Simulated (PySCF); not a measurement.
Compound: cyanoformaldehyde, C₂HNO.
Numbering: `[N:1]#[C:2][CH:3]=[O:4]` (hydrogens: H5 on C3)

A GFN2-xTB structure was refined with CAM-B3LYP/6-31+G* geometry optimisation, gas phase in PySCF. Its GFN2-xTB values:

```json
{"coordinate": "N1≡C2", "GFN2-xTB": "1.144 Å"}
{"coordinate": "C2–C3", "GFN2-xTB": "1.447 Å"}
{"coordinate": "C3=O4", "GFN2-xTB": "1.196 Å"}
{"coordinate": "C3–H5", "GFN2-xTB": "1.109 Å"}
{"coordinate": "N1–C2–C3", "GFN2-xTB": "177.8°"}
{"coordinate": "C2–C3–O4", "GFN2-xTB": "125.4°"}
{"coordinate": "C2–C3–H5", "GFN2-xTB": "111.5°"}
{"coordinate": "O4–C3–H5", "GFN2-xTB": "123.1°"}
```

Q: How do these coordinates change at the CAM-B3LYP/6-31+G* level?

A: 
```
coordinate  CAM-B3LYP/6-31+G* (Å or °)  change
     C2–C3                       1.472  +0.025
     N1≡C2                       1.156  +0.012
     C3–H5                       1.101  -0.008
     C3=O4                       1.203  +0.007
  C2–C3–H5                       114.8    +3.3
  C2–C3–O4                       122.2    -3.2
  N1–C2–C3                       178.3    +0.5
  O4–C3–H5                       123.0    -0.1
```

The energy falls by 0.035 eV over 8 energy and gradient evaluations, the largest force component goes from 0.0276 to 1.7e-04 Eh/bohr, and the atoms move by 0.033 Å rms after alignment. The bond that changes most is C2–C3 (nitrile carbon to aldehyde carbon), which lengthens by 0.025 Å. Bonds longer at the end by more than 0.005 Å: 3 of 4; shorter: 1. Rotational constants go from 73037, 5031, 4707 to 66943, 5018, 4668 MHz.

The run used 74 basis functions and 56 SCF cycles in all.

Not checked by CAM-B3LYP/6-31+G* frequencies.
